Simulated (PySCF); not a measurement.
C₄H₁₀N (charge +1).
Structure used (PBE0-D3(BJ)/def2-SVP), in Å, numbered top down from 1:
```
atom  x, y, z in Å
C1     1.999   -0.366   -0.309
C2     0.794    0.471   -0.360
N3    -0.401    0.173    0.016
C4    -0.800   -1.109    0.592
C5    -1.491    1.143   -0.103
H6     2.420   -0.429   -1.327
H7     1.860   -1.374    0.094
H8     2.761    0.165    0.288
H9     0.909    1.483   -0.768
H10   -1.614   -1.529   -0.016
H11   -1.173   -0.936    1.612
H12    0.035   -1.812    0.621
H13   -1.120    2.077   -0.540
H14   -2.280    0.720   -0.740
H15   -1.906    1.339    0.896
```

Method: PBE0-D3(BJ)/def2-SVP geometry optimisation, gas phase (PySCF 2.14.0).

Take the most abundant isotopes and a rigid rotor. 

(1) Give the principal moments of inertia and the rotational constants in MHz.

(2) What kind of rotor is it?

(3) Is it planar, by Δ = Ic − Ia − Ib?

(4) Give the other two planar moments, Paa and Pbb, and the rms extents of the mass along the axes.

(5) Predict some low-J microwave lines.

## Answers

(1) Ia = 59.44, Ib = 136.09, Ic = 185.99 u·Å²; 505379 MHz·u·Å²/I gives A = 8503, B = 3713, C = 2717 MHz.

(2) An asymmetric top; Ray's κ = -0.656.

(3) Not planar: Δ = Ic − Ia − Ib = -9.54 u·Å². For a rigid frame Δ = −2 Σ m c², so Σ m c² = 4.77 u·Å² lies off the ab plane, practically all of it from hydrogen. The atom farthest from that plane is 0.92 Å away.

(4) Paa = Σ m a² = (Ib + Ic − Ia)/2 = 131.32 and Pbb = Σ m b² = (Ia + Ic − Ib)/2 = 54.67 u·Å². With the mass M = 72.08 u, the rms extents √(P/M) along a, b and c are 1.35, 0.87, 0.26 Å.

(5) The dipole components (about the centre of mass, as the species is charged) are |μa| = 0.12 D, |μb| = 0.43 D, |μc| = 0.02 D. The squared components, which scale the intensities, stand as 0.07 : 1.00 : 0.00 (a : b : c). Some lines, for components of 0.1 D or more:

| type | branch | J(Ka,Kc) | MHz | lower level (cm⁻¹) |
| --- | --- | --- | --- | --- |
| a | Q | 4(2,2) ← 4(2,3) | 1940 | 2.847 |
| b | Q | 3(1,2) ← 3(0,3) | 8863 | 1.264 |
| b | R | 1(1,1) ← 0(0,0) | 11220 | 0.000 |
| a | R | 2(1,2) ← 1(1,1) | 11865 | 0.374 |
| b | R | 4(1,3) ← 3(2,2) | 14428 | 1.992 |
| b | R | 3(0,3) ← 2(1,2) | 14817 | 0.770 |
| b | R | 3(1,3) ← 2(0,2) | 21649 | 0.639 |
| b | Q | 4(3,1) ← 4(2,2) | 25020 | 2.912 |
| a | R | 4(3,1) ← 3(3,0) | 26043 | 2.877 |
| b | R | 2(2,1) ← 1(1,0) | 28225 | 0.407 |
| b | Q | 4(4,1) ← 4(3,2) | 36791 | 3.743 |
| b | R | 3(3,0) ← 2(2,1) | 45823 | 1.349 |
| b | R | 4(3,1) ← 3(2,2) | 52573 | 1.992 |
| b | R | 4(4,1) ← 3(3,0) | 62748 | 2.877 |

Not checked by PBE0-D3(BJ)/def2-SVP frequencies. These are rigid-rotor constants of the computed structure; measured ground-state constants (B0) also hold zero-point vibration. A rigid rotor knows nothing of internal rotation, which can split or shift real lines. Quadrupole hyperfine structure (14N) is left out.

The run took 1.9 min wall on one thread, Intel Xeon Platinum 8259CL at 2.50 GHz (x86_64), shared host, and the process peaked at 0.49 GiB of memory. These figures are those of the optimisation.
